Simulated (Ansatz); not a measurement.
Job for Ansatz (a program for electronic structure): R-wB97X-V/def2-TZVPPD on C5H12 (SMILES CC(C)(C)C). Files ending in .json are basis or fitting sets from the Basis Set Exchange.

Ansatz 0.2 input:
```yaml
crystal:
  periodic: [false, false, false]
  atoms:
    - {symbol: C, position_ang: [0.05113152, 0.09957749, 2.29572320]}
    - {symbol: C, position_ang: [-0.04521248, -0.05250851, 3.81136320]}
    - {symbol: H, position_ang: [0.94733352, -0.06797451, 4.26372120]}
    - {symbol: H, position_ang: [-0.60413748, 0.77537649, 4.24979820]}
    - {symbol: H, position_ang: [-0.55237748, -0.98117451, 4.07671320]}
    - {symbol: C, position_ang: [0.76518452, 1.40648249, 1.96009820]}
    - {symbol: H, position_ang: [0.84670452, 1.53998149, 0.88041620]}
    - {symbol: H, position_ang: [0.22171252, 2.26117149, 2.36559920]}
    - {symbol: H, position_ang: [1.77278952, 1.41713349, 2.37833120]}
    - {symbol: C, position_ang: [-1.35388048, 0.11940249, 1.69840320]}
    - {symbol: H, position_ang: [-1.31694848, 0.23659249, 0.61455420]}
    - {symbol: H, position_ang: [-1.93617948, 0.94682549, 2.10674920]}
    - {symbol: H, position_ang: [-1.88378348, -0.80838451, 1.91973320]}
    - {symbol: C, position_ang: [0.83903152, -1.07390751, 1.71838520]}
    - {symbol: H, position_ang: [0.34381052, -2.02089851, 1.93862820]}
    - {symbol: H, position_ang: [0.93387452, -0.98672451, 0.63525020]}
    - {symbol: H, position_ang: [1.84374952, -1.11131151, 2.14213320]}
basis:
  gaussian:
    orbitals: def2-TZVPPD.json
hamiltonian:
  xc: {name: wB97X-V}
scf: {lower_state_search: off}
```

The head of its log:

```
WARN ansatz: RAYON_NUM_THREADS=4 ignored (pool sized by the plan → 4); use --threads N
Functional definition: wB97X-V
these checks for a lower state are left out or cut short: stability, starts, cluster_reference, orbital_swaps, neighbouring_geometries, increment
integrals: 0.53 GiB planned
1578 factors; their error is unknown
integrals: 0.57 GiB planned
547 factors; integrals over basis functions are off by at most 7.8e-6 eV
mean field: 4.76 GiB planned
mean field evaluation 1: about -5375.4767 eV, gradient 5.4e1 eV
mean field evaluation 2: about -5378.5950 eV, gradient 3.9e1 eV
```

Task: Predict the final total energy.

Result: -197.7894 hartree.
